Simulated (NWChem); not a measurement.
Program: NWChem. System: O, charge 2, spin multiplicity 3. Its SCF solution wasn't tested for a lower state. Level: ROCCSD(T)/def2-TZVP, 1 core orbitals frozen.

Part of the output:

```
             Northwest Computational Chemistry Package (NWChem) 7.3.0
             --------------------------------------------------------

                                NWChem Input Module
                                -------------------

 Scaling coordinates for geometry "geometry" by  1.889725989
 (inverse scale =  0.529177249)

                             Geometry "geometry" -> ""
                             -------------------------

 Output coordinates in angstroms (scale by  1.889725989 to convert to a.u.)

  No.       Tag          Charge          X              Y              Z
 ---- ---------------- ---------- -------------- -------------- --------------
    1 O                    8.0000     0.00000000     0.00000000     0.00000000

 Effective nuclear repulsion energy (a.u.)       0.0000000000

            Nuclear Dipole moment (a.u.)
            ----------------------------
        X                 Y               Z
 ---------------- ---------------- ----------------
     0.0000000000     0.0000000000     0.0000000000

      Symmetry information
      --------------------

 Group name             D2h
 Group number             26
 Group order               8
 No. of unique centers     1

      Symmetry unique atoms

     1


 Summary of "ao basis" -> "" (spherical)
 ------------------------------------------------------------------------------
       Tag                 Description            Shells   Functions and Types
 ---------------- ------------------------------  ------  ---------------------
 *                         def2-tzvp                  on all atoms

 Summary of "ao basis" -> "ao basis" (spherical)
 ------------------------------------------------------------------------------
       Tag                 Description            Shells   Functions and Types
 ---------------- ------------------------------  ------  ---------------------
 O                         def2-tzvp                11       31   5s3p2d1f

                                 NWChem SCF Module
                                 -----------------

  ao basis        = "ao basis"
  functions       =    31
  atoms           =     1
  closed shells   =     2
  open shells     =     2
  charge          =   2.00
  wavefunction    = ROHF
  use symmetry    = T
  symmetry adapt  = T

 Summary of "ao basis" -> "ao basis" (spherical)
 ------------------------------------------------------------------------------
       Tag                 Description            Shells   Functions and Types
 ---------------- ------------------------------  ------  ---------------------
 O                         def2-tzvp                11       31   5s3p2d1f

      Symmetry analysis of basis
      --------------------------

        ag          9
        au          1
        b1g         2
        b1u         5
        b2g         2
        b2u         5
        b3g         2
        b3u         5

 Forming initial guess at       0.1s

      Symmetry analysis of molecular orbitals - initial
      -------------------------------------------------

  Numbering of irreducible representations:

     1 ag          2 au          3 b1g         4 b1u         5 b2g
     6 b2u         7 b3g         8 b3u

  Orbital symmetries:

     1 ag          2 ag          3 b2u         4 b3u         5 b1u
     6 ag          7 b3u         8 b2u         9 b1u        10 ag
    11 b1g        12 b2g        13 b3g        14 ag

 Starting SCF solution at       0.1s

 ----------------------------------------------
         Quadratically convergent ROHF

 Convergence threshold     :          1.000E-07
 Maximum no. of iterations :          100
 Final Fock-matrix accuracy:          1.000E-09
 ----------------------------------------------

              iter       energy          gnorm     gmax       time
             ----- ------------------- --------- --------- --------
                 1      -73.0943939829  4.73D-01  3.32D-01      0.1
                 2      -73.0969889805  3.06D-02  1.70D-02      0.1
                 3      -73.0970235114  2.01D-04  1.19D-04      0.1
                 4      -73.0970235129  4.51D-09  2.77D-09      0.1

       Final ROHF results
       ------------------
[...]
              MO Center= -8.7D-20,  1.6D-18, -1.9D-32, r^2= 3.4D-01
   Bfn.  Coefficient  Atom+Function         Bfn.  Coefficient  Atom+Function
  ----- ------------  ---------------      ----- ------------  ---------------
     7      0.645604  1 O  py                10      0.443285  1 O  py

 Vector    4  Occ=1.000000D+00  E=-1.519114D+00  Symmetry=b3u
              MO Center=  4.5D-19, -3.2D-20,  4.3D-33, r^2= 3.4D-01
   Bfn.  Coefficient  Atom+Function         Bfn.  Coefficient  Atom+Function
  ----- ------------  ---------------      ----- ------------  ---------------
     6      0.645604  1 O  px                 9      0.443285  1 O  px

 Vector    5  Occ=0.000000D+00  E=-1.176851D+00  Symmetry=b1u
              MO Center= -5.0D-18,  4.8D-18,  1.4D-17, r^2= 4.6D-01
   Bfn.  Coefficient  Atom+Function         Bfn.  Coefficient  Atom+Function
  ----- ------------  ---------------      ----- ------------  ---------------
     8      0.538200  1 O  pz                11      0.484567  1 O  pz

 Vector    6  Occ=0.000000D+00  E=-3.018825D-01  Symmetry=ag
              MO Center=  6.8D-16,  6.8D-16, -5.6D-16, r^2= 2.0D+00
   Bfn.  Coefficient  Atom+Function         Bfn.  Coefficient  Atom+Function
  ----- ------------  ---------------      ----- ------------  ---------------
     5      1.929667  1 O  s                  4     -1.536806  1 O  s

 Vector    7  Occ=0.000000D+00  E=-2.073904D-01  Symmetry=b3u
              MO Center= -6.8D-16,  8.8D-33, -6.1D-34, r^2= 2.4D+00
   Bfn.  Coefficient  Atom+Function         Bfn.  Coefficient  Atom+Function
  ----- ------------  ---------------      ----- ------------  ---------------
    12      1.233277  1 O  px                 9     -0.456666  1 O  px
     6     -0.238766  1 O  px

 center of mass
 --------------
 x =   0.00000000 y =   0.00000000 z =   0.00000000

 moments of inertia (a.u.)
 ------------------
           0.000000000000           0.000000000000           0.000000000000
           0.000000000000           0.000000000000           0.000000000000
           0.000000000000           0.000000000000           0.000000000000

  Mulliken analysis of the total density
  --------------------------------------

    Atom       Charge   Shell Charges
 -----------   ------   -------------------------------------------------------
    1 O    8     6.00   0.80  1.17  0.87  1.07  0.09  1.19  0.77  0.04  0.00  0.00  0.00

 Mulliken analysis of the open-shell density
 -------------------------------------------

    Atom       Charge   Shell Charges
 -----------   ------   -------------------------------------------------------
    1 O    8     2.00   0.00 -0.00  0.00 -0.00  0.00  1.19  0.77  0.04  0.00  0.00  0.00

       Multipole analysis of the density wrt the origin
       ------------------------------------------------

     L   x y z        total         open         nuclear
     -   - - -        -----         ----         -------
     0   0 0 0      2.000000     -2.000000      8.000000

     1   1 0 0     -0.000000     -0.000000      0.000000
     1   0 1 0     -0.000000     -0.000000      0.000000
     1   0 0 1      0.000000      0.000000      0.000000

     2   2 0 0     -1.845483     -0.962432      0.000000
     2   1 1 0      0.000000     -0.000000      0.000000
     2   1 0 1     -0.000000     -0.000000      0.000000
     2   0 2 0     -1.845483     -0.962432      0.000000
     2   0 1 1     -0.000000     -0.000000      0.000000
     2   0 0 2     -1.358150     -0.481242      0.000000

                   NWChem Extensible Many-Electron Theory Module
                   ---------------------------------------------


            General Information
            -------------------
      Number of processors :     1
         Wavefunction type : Restricted open-shell Hartree-Fock
          No. of electrons :     6
           Alpha electrons :     4
            Beta electrons :     2
           No. of orbitals :    62
            Alpha orbitals :    31
             Beta orbitals :    31
        Alpha frozen cores :     1
         Beta frozen cores :     1
     Alpha frozen virtuals :     0
      Beta frozen virtuals :     0
         Spin multiplicity : triplet
    Number of AO functions :    31
       Number of AO shells :    11
        Use of symmetry is : on
      Symmetry adaption is : on
         Schwarz screening : 0.10D-09

          Correlation Information
          -----------------------
          Calculation type : Coupled-cluster singles & doubles w/ perturbation
   Perturbative correction : (T)
            Max iterations :      100
        Residual threshold : 0.10D-05
     T(0) DIIS level shift : 0.00D+00
     L(0) DIIS level shift : 0.00D+00
     T(1) DIIS level shift : 0.00D+00
     L(1) DIIS level shift : 0.00D+00
     T(R) DIIS level shift : 0.00D+00
     T(I) DIIS level shift : 0.00D+00
   CC-T/L Amplitude update :  5-th order DIIS
                I/O scheme : Global Array Library
        L-threshold :  0.10D-05
        EOM-threshold :  0.10D-05
 no EOMCCSD initial starts read in
 TCE RESTART OPTIONS
 SLICE:      F
 D4D5:       F
 quantumc:   F
 qrotation:  F
 pwtce:      F
 qducc:      F
 nacto:                         0
 nrotv:                         0
 nrot:                          0

            Memory Information
            ------------------
          Available GA space size is     249034878 doubles
          Available MA space size is     104855324 doubles

 Maximum block size supplied by input
 Maximum block size        24 doubles

 tile_dim =      7

 -------------------------------------------------

 Global array virtual files algorithm will be used

 Parallel file system coherency ......... OK

 4-electron integrals stored in orbital form

 v2    file size   =            24241
 4-index algorithm nr.  13 is used
 imaxsize =       30
 imaxsize ichop =        0


CCSD iterations
 ---------------------------------------------------------
 Iter          Residuum       Correlation     Cpu    Wall
 ---------------------------------------------------------
    1   0.1069182418906  -0.0852226923517     0.1     0.1
    2   0.0454288619493  -0.0953970589811     0.1     0.1
    3   0.0227439412464  -0.0984414580227     0.1     0.1
    4   0.0116661102657  -0.0997462834319     0.1     0.1
    5   0.0060082892137  -0.1003795289562     0.1     0.1
    6   0.0001709748111  -0.1010342723821     0.1     0.1
    7   0.0000405013176  -0.1010327104442     0.1     0.1
    8   0.0000120820768  -0.1010325171292     0.1     0.1
    9   0.0000036335119  -0.1010324106772     0.1     0.1
   10   0.0000011401708  -0.1010324047134     0.1     0.1
   11   0.0000001862273  -0.1010323955361     0.1     0.1
 -----------------------------------------------------------------
 Iterations converged
 CCSD correlation energy / hartree =        -0.101032395536149
 CCSD total energy / hartree       =       -73.198055908443649

 Singles contributions

 Doubles contributions
     5b1u (alpha)     5b1u (beta ) ---     2ag  (alpha)     2ag  (beta )       -0.1227991763
 CCSD(T)
 Using plain CCSD(T) code
             total no. of tasks          613
 total no. of tasks / no. procs          613
                         wl_min            1           1.0
                         wl_max          343           2.6
        thresh for no. of tasks          613

 CCSD[T]  correction energy / hartree =        -0.001403710150740
 CCSD[T] correlation energy / hartree =        -0.102436105686890
 CCSD[T] total energy / hartree       =       -73.199459618594389
 CCSD(T)  correction energy / hartree =        -0.001420497625170
 CCSD(T) correlation energy / hartree =        -0.102452893161319
 CCSD(T) total energy / hartree       =       -73.199476406068825

 Task  times  cpu:        2.1s     wall:        2.1s

 Total times  cpu:        2.1s     wall:        2.1s
```

**Question.** Write an NWChem input that would produce this output.

**Answer.** One answer among several that fit: 
```
start mol
memory heap 100 mb stack 700 mb global 1900 mb
charge 2
geometry units angstroms nocenter noautoz
  O      0.000000     0.000000     0.000000
  symmetry group D2h
end
basis spherical
  * library def2-tzvp
end
scf
  rohf
  nopen 2
  maxiter 100
  thresh 1e-7
  semidirect memsize 60000000 filesize 0
  # guess.movecs holds the orbitals of an unrestricted PBE0 run
  vectors input guess.movecs output mol.movecs
end
tce
  freeze core 1
  ccsd(t)
  2eorb
  2emet 13
  thresh 1e-6
  maxiter 100
  tilesize 24
end
task tce energy
```
